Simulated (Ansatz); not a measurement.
# CH4OS, SMILES OCS: harmonic frequencies at the relaxed geometry

Computed with the Python package of Ansatz (0.2.0).

The cells in order, each with its output:

In [1]:
```python
import itertools
import warnings

import ansatz as az
from ase.data import atomic_numbers, covalent_radii
import numpy as np
from rdkit import Chem
from rdkit.Chem import AllChem
```

In [2]:
```python
warnings.simplefilter('ignore', az.DeckWarning)
```

In [3]:
```python
rd = Chem.AddHs(Chem.MolFromSmiles('OCS'))
AllChem.EmbedMolecule(rd, randomSeed=706)
AllChem.UFFOptimizeMolecule(rd)
ch4os = az.Crystal.molecule()
for atom, xyz in zip(rd.GetAtoms(), rd.GetConformer().GetPositions()):
    ch4os = ch4os.atom(atom.GetSymbol(), xyz.round(5).tolist())
```

In [4]:
```python
calculation = ch4os.calculation().basis(gaussian='def2-SVP').functional('b3lyp', dispersion='d4')
symbols = [site.symbol for site in ch4os.cartesian_sites]
start = np.array([site.position_ang for site in ch4os.cartesian_sites], dtype=float)
data = calculation.relax(force_tolerance=0.003).run().report
end = np.array(data['positions_ang'])
```

In [5]:
```python
radius = [covalent_radii[atomic_numbers[s]] for s in symbols]
span = lambda where, i, j: np.linalg.norm(where[i] - where[j])
bonded = [(i, j) for i, j in itertools.combinations(range(len(symbols)), 2) if min(span(start, i, j), span(end, i, j)) < 1.2 * (radius[i] + radius[j])]
print('pair        before    after (A)')
for i, j in bonded:
    print(f'{symbols[i]}{i}-{symbols[j]}{j}'.ljust(10), f'{span(start, i, j):8.4f} {span(end, i, j):8.4f}')
```
```text
pair        before    after (A)
O0-C1        1.3988   1.4031
O0-H3        0.9924   0.9677
C1-S2        1.8154   1.8191
C1-H4        1.1120   1.1061
C1-H5        1.1116   1.1080
S2-H6        1.4082   1.3536
```

In [6]:
```python
minimum = az.Crystal.molecule()
for symbol, place in zip(symbols, end):
    minimum = minimum.atom(symbol, place.tolist())
vibrating = (
    minimum.calculation()
    .basis(gaussian='def2-SVP')
    .functional('b3lyp', dispersion='d4')
    .phonons(temperatures=(100, 500, 100))
)
vib = vibrating.run().report['vibrations']
sums = vib['harmonic_sums']
modes = [m['omega_inv_cm'] for m in sums['modes_at_gamma'] if m['rigid_motion'] == 'no']
print('frequencies (1/cm):', ' '.join(f'{w:.0f}' for w in modes))
print('imaginary modes:', sum(w < 0 for w in modes), ' zero-point energy:', round(sums['zero_point_energy_ev'], 4), 'eV')
print('T (K)   F_vib (eV)   S_vib (meV/K)   C_vib (meV/K)')
for row in zip(sums['temperatures_k'], sums['vibrational_free_energy_ev'], vib['entropy_ev_per_k'], vib['heat_capacity_ev_per_k']):
    print(f'{row[0]:6.1f} {row[1]:11.4f} {1000 * row[2]:13.4f} {1000 * row[3]:15.4f}')
```
```text
frequencies (1/cm): 176 268 384 693 801 1054 1100 1202 1258 1389 1492 2665 2986 3034 3790
imaginary modes: 0  zero-point energy: 1.3819 eV
T (K)   F_vib (eV)   S_vib (meV/K)   C_vib (meV/K)
 100.0      1.3810        0.0374          0.0913
 200.0      1.3722        0.1413          0.2176
 300.0      1.3525        0.2523          0.3390
 400.0      1.3216        0.3665          0.4594
 500.0      1.2792        0.4807          0.5649
```

In [7]:
```python
heavier = vibrating.phonons(masses={'H': 2.014102}).run().report['vibrations']['harmonic_sums']
print('deuterated (1/cm):', ' '.join(f'{m["omega_inv_cm"]:.0f}' for m in heavier['modes_at_gamma'] if m['rigid_motion'] == 'no'))
print('zero-point energy falls by', round(sums['zero_point_energy_ev'] - heavier['zero_point_energy_ev'], 4), 'eV')
```
```text
deuterated (1/cm): 128 200 361 571 654 832 865 923 1030 1105 1150 1914 2168 2257 2759
zero-point energy falls by 0.3332 eV
```

What to keep in mind:
- The frequencies are harmonic and unscaled, in a modest basis. The result belongs to the one conformer reached from this start, and soft torsions count as harmonic oscillators.
- b3lyp holds the VWN-RPA fit, as in Gaussian; the form of ORCA and Turbomole is b3lyp5.
- Wall time of the script: 120 s on 1 thread of Arm Neoverse V1 (shared host), peak memory 0.26 GiB.

(Lines on the test bed's own set-up are left out of the output.)
